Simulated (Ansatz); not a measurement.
Run this with Ansatz 0.2.0 through its Python package and show what comes out.

`conformers_c6h7.py`:
```python
# -*- coding: utf-8 -*-
'''Conformer energies of C6H7(+).'''

import ansatz as az
from rdkit import Chem
from rdkit.Chem import AllChem

rd = Chem.AddHs(Chem.MolFromSmiles('C=CC[c+]1cc1'))
ids = list(AllChem.EmbedMultipleConfs(rd, numConfs=20, randomSeed=297, pruneRmsThresh=0.4))
field = [energy for _, energy in AllChem.MMFFOptimizeMoleculeConfs(rd)]
distinct = {round(e, 2): i for i, e in zip(ids, field)}
chosen = sorted(distinct.items())[:5]
found = []
for force_field, index in chosen:
    c6h7 = az.Crystal.molecule()
    for atom, xyz in zip(rd.GetAtoms(), rd.GetConformer(index).GetPositions()):
        c6h7 = c6h7.atom(atom.GetSymbol(), xyz.round(5).tolist())
    calc = (
        c6h7.calculation()
        .basis(gaussian='6-31G*')
        .functional('b3lyp')
        .charge(1)
    )
    found.append(calc.run(threads=1, backend='cpu').report['free_energy_ev'])
print('conformer   MMFF (kcal/mol)   this level (kJ/mol)')
for (force_field, index), e in zip(chosen, found):
    print(f'{index:9d} {force_field - chosen[0][0]:17.2f} {96.485332 * (e - min(found)):17.3f}')
```

Output of `python conformers_c6h7.py`:
```text
conformer   MMFF (kcal/mol)   this level (kJ/mol)
        0              0.00            40.798
        1              0.12            41.628
        2              6.54             0.000
```

Caveats:
- The settings weren't tested for convergence.
- The conformers keep their force-field geometries.
- b3lyp holds the VWN-RPA fit, as in Gaussian; the form of ORCA and Turbomole is b3lyp5.
- It ran for 10 s on 1 thread of Arm Neoverse V2, with other jobs on the host, peak memory 0.31 GiB.
